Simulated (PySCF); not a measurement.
Shifts of the heteroatoms

Numbering as in the mapped SMILES `[O:1]=[C:2]([F:3])[F:4]`.

Theory: spin–spin couplings from B3LYP/pcJ-1, shieldings: GIAO PBE0/pcSseg-1, GFN2-xTB geometry, in PySCF (fast rotation and ring inversion assumed for equivalent nuclei, gas phase, non-relativistic, a single conformation).

**Question.** Where does ¹⁹F resonate?

**Answer.** 
```csv
atoms,environment,σ (ppm),δ (ppm)
F3/F4,fluorine bonded to C,196.2,-31.0
```

Shieldings were converted by a linear fit to measured shifts: ¹⁹F: δ = 146.13 − 0.903σ +14.6 on sp3 carbon (rms 6.0 ppm, 223 shifts, 7.0 ppm with the 5 outliers that the fit left out vs CFCl3, solution or neat liquid). Occasional misses reach two or three times the rms, and more in compound classes unlike the fitted ones. Couplings are scaled by factors fitted to measured values: ¹J(C,F) × 0.77 (rms 8.7 Hz); all others are unscaled and can be 10–30 % off.

Couplings (the largest are listed; each averaged over equivalent pairs): ¹J(C2,F3) = -312.3 Hz, ²J(F3,F4) = -252.7 Hz, ²J(O1,F3) = 54.9 Hz.

On a 600 MHz spectrometer ¹⁹F resonates near 564.6 MHz, so 1 ppm is 564.6 Hz.

**Question.** What are the ¹⁷O shifts?

**Answer.** 
| atoms | environment | σ (ppm) | δ (ppm) |
| --- | --- | --- | --- |
| O1 | carbonyl oxygen | 20.0 | 248.5 |

Shieldings were converted by a linear fit to measured shifts: ¹⁷O: δ = 266.70 − 0.911σ (rms 10.7 ppm, 155 shifts, 12.2 ppm with the 3 outliers that the fit left out vs liquid water, solution or neat liquid). A few per cent of atoms miss by over 2 rms, more outside the fitted compound classes. Couplings are scaled by factors fitted to measured values: ¹J(C,F) × 0.77 (rms 8.7 Hz); all others are unscaled and can be 10–30 % off.

Couplings (the largest are listed; each averaged over equivalent pairs; quadrupolar broadening usually hides them): ¹J(O1,C2) = 17.9 Hz, ²J(O1,F3) = 54.9 Hz.

On a 600 MHz spectrometer ¹⁷O resonates near 81.3 MHz, so 1 ppm is 81.3 Hz.
